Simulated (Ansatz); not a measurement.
The input, for Ansatz 0.2.0:

```yaml
crystal:
  periodic: [false, false, false]
  atoms:
    - {symbol: O, position_ang: [0.000000, -0.062747, -0.003354]}
    - {symbol: H, position_ang: [0.000000, 0.475032, -0.704958]}
    - {symbol: H, position_ang: [0.000000, 0.520981, 0.758196]}
basis:
  gaussian: {orbitals: cc-pVDZ}
magnetization: {spin_polarized: false}
correlation: {method: ccsdtq, electrons: outside_noble_gas}
```

```sh
$ ansatz run in.yaml --threads 2 --pin off --events-out ev --progress --plain --max-ram 16896MiB --backend cuda --devices 0, --max-vram 18GiB
```

Log:

```
387 factors; integrals over basis functions are off by at most 1.2e-7 eV
mean field evaluation 1: about -2067.0713 eV, gradient 3.0e1 eV
mean field evaluation 2: about -2067.0718 eV, gradient 3.0e1 eV
mean field evaluation 4: about -2068.6543 eV, gradient 1.4e0 eV
mean field evaluation 8: about -2068.6607 eV, gradient 2.8e-4 eV
mean field evaluation 16: about -2068.6607 eV, gradient 1.1e-6 eV
mean field -2068.66070553 eV, -76.0218787395 hartree, gradient 1.1e-6 eV, S^2 0.000000; 0 other end points of the search recorded, 0 dependent functions left out
1 core orbitals not correlated: weight in the atoms' cores, before any rotation towards them, 1.000 or more for the frozen orbitals, at most 0.000 for the correlated occupied ones
reference -2068.66070553 eV, -76.0218787395 hartree; 4, 4 occupied and 19, 19 virtual orbitals, 387 factors
second order -5.41634339 eV of doubles, -0.00000000 eV of singles
cycle   1  -5.56769957 eV  change   -1.5e-1 eV  update   3.7e-2
cycle   2  -5.74407823 eV  change   -1.8e-1 eV  update   1.3e-2
cycle   3  -5.77449028 eV  change   -3.0e-2 eV  update   5.2e-3
cycle   4  -5.76959825 eV  change    4.9e-3 eV  update   1.1e-3
cycle   5  -5.77068982 eV  change   -1.1e-3 eV  update   4.5e-4
cycle   6  -5.77084675 eV  change   -1.6e-4 eV  update   1.3e-4
cycle   7  -5.77075081 eV  change    9.6e-5 eV  update   6.3e-5
cycle   8  -5.77072824 eV  change    2.3e-5 eV  update   1.5e-5
cycle   9  -5.77073284 eV  change   -4.6e-6 eV  update   5.1e-6
cycle  10  -5.77073374 eV  change   -9.0e-7 eV  update   1.4e-6
cycle  11  -5.77073379 eV  change   -5.3e-8 eV  update   4.3e-7
Total energy: -2074.43143931 eV, -76.2339492947 hartree
```

For the same geometry and basis full CI lies 0.4 meV lower.

Ran on 2 threads of AMD EPYC 7R13 with a shared H100 80 GB, shared host: 9.5 s wall, 0.83 GiB peak host memory.
